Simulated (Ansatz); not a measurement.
Species: SO, net charge 0, triplet state. SMILES: S=O
Geometry: optimised at B3LYP-D3(BJ)/def2-TZVP (Ansatz, a first-principles code).

Wanted: vertical electron affinity (to the doublet state of charge -1; a negative value means that the extra electron is unbound and the number depends on the basis; each state is the SCF solution reached for its spin), in eV. Cores are frozen in the correlated levels unless marked. Open shells are spin-unrestricted. No spin-orbit coupling. No relativistic terms. Anions need diffuse functions: aug- sets have them; def2-D sets add few. Basis-set limits of correlation are two-point, X^-3; Hartree-Fock from the larger set.

```csv
level,program,vertical electron affinity (eV)
PBE/def2-TZVPD,Ansatz,0.92
```

### Question
Predict the CCSD(T)/CBS(aug-cc-pV(T+d)Z,aug-cc-pV(Q+d)Z) result (Ansatz).

### Answer
1.00 eV
